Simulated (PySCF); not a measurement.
**Shapes and spin states of PH₂⁻**

These are results of PBE0 in PySCF with P def2-TZVPD, H def2-TZVPD; no relativity; density-fitted integrals, not measurements.

Relaxations began from a few typed shapes and spin states; open shells are unrestricted. The search is not exhaustive: other isomers or separated fragments can lie lower, and high-lying points may rest on an excited occupation.

```csv
spin,group,bonds,angles,imaginary modes (cm⁻¹),ΔE (kJ/mol),ΔE with ZPE (kJ/mol)
singlet,C2v,P–H 1.436 Å (×2),H–P–H 91.7°,none,0.0,0.0
triplet,C2v,P–H 1.454 Å (×2),H–P–H 93.5°,none,225.2,220.0
singlet,D∞h,P–H 1.374 Å (×2),H–P–H 180.0°,"1771i, 1771i",285.6,–
triplet,D∞h,P–H 1.573 Å (×2),H–P–H 180.0°,"1224i, 1141i",300.3,–
```

The lowest minimum found is the singlet C2v: P–H 1.436 Å (×2); H–P–H 91.7°.

For the lowest minimum: the highest occupied level lies above zero, a sign of self-interaction error or too small a basis; response properties are unreliable. The lowest empty level of this anion is unbound, so it and the gap depend on the basis.

The electron or spin density has lower symmetry than the nuclear frame for the triplet D∞h at 300.3 kJ/mol.
